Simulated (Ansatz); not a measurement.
**LiH (singlet): from Hartree-Fock to the top rungs, 6-31G***

One table from this session's results is given with a row withheld; the runs are named, their logs left out.

The runs use Ansatz 0.2.0, Gaussian basis; 6-31G*, core rule «outside noble gas», up to 1 orbitals frozen.

To be run: UHF; CCSD(T) on RHF; BCCD(T) on RHF; Full CI.

22 further runs of the same task are left out: 10 for a known fault of the program, 1 for a mislabelled method, 1 that didn't finish, 10 set aside as unsound or not needed.

### The system

The geometry is an MP2(full)/6-31G* stationary point (not a proven minimum).

2 atoms, charge 0, spin multiplicity 1.

Atoms are counted from 1 here; the program's logs count them from 0.

Bond lengths: Li1–H2 1.640 Å.

Set-up of the first run:

in.yaml

```yaml
crystal:
  periodic: [false, false, false]
  atoms:
    - {symbol: Li, position_ang: [0.000000, 0.000000, 0.000000]}
    - {symbol: H, position_ang: [0.000000, 0.000000, 1.640000]}
basis:
  gaussian: {orbitals: "6-31G*"}
magnetization: {spin_polarized: true, initial_magnetization: 0}
hamiltonian: {xc: hf}
output: {orbitals: {seedname: orbitals}}
```

On the command line:

```
ansatz run in.yaml --threads 1 --pin off --events-out ev --progress --plain --max-ram 2393MiB
```

Among the steps run: UHF; CCSD(T) on RHF; BCCD(T) on RHF; Full CI.

One table of the session follows, with a row left open; its other results are not shown here.

It belongs to the step «Misses and costs». 

```
  method  from FCI (meV)
     RHF          +600.2
    RMP2               ?
   RCCSD             0.0
RCCSD(T)             0.0
 BCCD(T)             0.0
     FCI               0
```

**Question.** Estimate the row for RMP2.

**Answer.** from FCI (meV): +189.5. In the column «from FCI (meV)» it lies between FCI (0) and RHF (+600.2).

With the free atoms at the same levels and basis (separate runs), the atomisation energy is 1.995 eV at FCI, 1.995 eV at RCCSD(T), 1.395 eV at RHF.
